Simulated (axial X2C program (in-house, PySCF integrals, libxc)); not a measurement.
BO along the bond: PBE, with spin–orbit coupling

Computed with an axial X2C code built on PySCF integrals. Two-component (2c) means X2C with spin–orbit coupling and atomic mean-field two-electron Coulomb and Gaunt terms. Basis: O dyall-av3z [7s6p3d2f], B dyall-v3z [7s6p2d1f] (cores contracted in-house); Gaussian nuclei, density fitting, unrestricted open shells. Masses: O 15.995 u, B 11.009 u.

State: Ω = 1/2 (⟨Sz⟩ = 0.50, ⟨Lz⟩ = 0.00 at PBE). Dipoles are positive if B is the positive end.

Results along the bond:

| R (Å) | μ (D) | HOMO (eV) | LUMO (eV) |
| --- | --- | --- | --- |
| 1.045 | 1.798 | -8.06 | -5.03 |
| 1.093 | 1.916 | -8.16 | -5.16 |
| 1.129 | 2.002 | -8.22 | -5.26 |
| 1.165 | 2.087 | -8.27 | -5.35 |
| 1.201 | 2.168 | -8.32 | -5.44 |
| 1.243 | 2.260 | -8.37 | -5.55 |
| 1.285 | 2.348 | -8.42 | -5.65 |
| 1.339 | 2.454 | -8.47 | -5.79 |
| 1.405 | 2.573 | -8.26 | -5.95 |
| 1.501 | 2.722 | -7.94 | -6.19 |

Occupations by symmetry block were frozen at the best pattern of an incomplete PBE0 search. Density functionals use the spin component along the axis (collinear).
